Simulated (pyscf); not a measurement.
This saddle point was located with ωB97X-D3(BJ)/def2-SVP in PySCF.

```xyz
6

N     -0.1802     0.7356     0.9602
Si     0.7208     0.3787    -0.3451
Cl     2.3350     1.5233    -0.8081
H     -1.1531    -0.2049     0.9758
H      0.5811    -0.7047    -1.3397
H     -1.6442    -0.9050     0.7462
```
Charge 0, spin multiplicity 2.

Surface: doublet, charge 0. Lowest wavenumbers (cm⁻¹): 1132i, 211, 218, 329, 518.

Q: What reaction is this the transition state of?

A: HN=SiH–Cl + H• <-> [N=SiH–Cl]• + H₂, a hydrogen abstraction read from left to right: H–N broken and H–H formed. At ωB97M-D3(BJ)/def2-TZVP it lies +16.5 kcal/mol from the left side and +6.5 kcal/mol from the right (each side as separated species at their lowest minima found). The same reactants have a lower exit, to [HN=Si–Cl]• + H₂ (barrier +6.2 kcal/mol at ωB97M-D3(BJ)/def2-TZVP, against +16.5 kcal/mol here). HN=SiH–Cl lies 26.4 kcal/mol over its isomer H₂N–Si:–Cl [singlet] (electronic energy, ωB97M-D3(BJ)/def2-TZVP). [N=SiH–Cl]• lies 31.3 kcal/mol over its isomer [HN=Si–Cl]• (electronic energy, ωB97M-D3(BJ)/def2-TZVP). This is the saddle that the search found; another between the same sides may lie lower. The angle at the transferred H is 161°.
